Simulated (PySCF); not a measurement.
Species: C5H9F.
SMILES: `FC[C@H](C=C)C`

Torsions of this conformer, `[CH2:1]=[CH:2][C@H:3]([CH3:4])[CH2:5][F:6]`: C1–C2–C3–C4 -113°, C2–C3–C5–F6 64°.

The closed-shell ground state was solved at several levels (PySCF, density fitting, gas phase, non-relativistic). Geometry: PBE0-D3(BJ)/def2-SVP, one conformer, isolated molecule.

```tsv
level	basis functions	total energy (Eh)	HOMO (eV)	LUMO (eV)	gap (eV)	dipole (D)
PBE0/pcSseg-1	147	-295.3951	-7.56	0.25	7.81	1.65
CAM-B3LYP/def2-SVPD	195	-295.4237	-8.95	1.25	10.20	1.72
B3LYP/pcJ-1	252	-295.7855	-7.31	0.02	7.33	1.63
```

Task: What might HF/pcSseg-2 (342 basis functions) give for the same quantities?

Result: Total energy -294.0970 Eh, HOMO -9.97 eV, LUMO 2.65 eV, gap 12.62 eV, dipole 1.83 D.

Task: Over all these levels, which gives the widest orbital gap and which the narrowest?

Result: HF/pcSseg-2 (Hartree–Fock, all exact exchange) has the widest, 12.62 eV, and B3LYP/pcJ-1 (global hybrid, 20 % exact exchange) the narrowest, 7.33 eV. Functional and basis both differ between the two, so the spread mixes both effects.

Task: How far do the dipole and the HOMO energy spread over the levels?

Result: The dipole runs from 1.63 to 1.83 D (mean 1.71 D) and the HOMO from -9.97 to -7.31 eV.
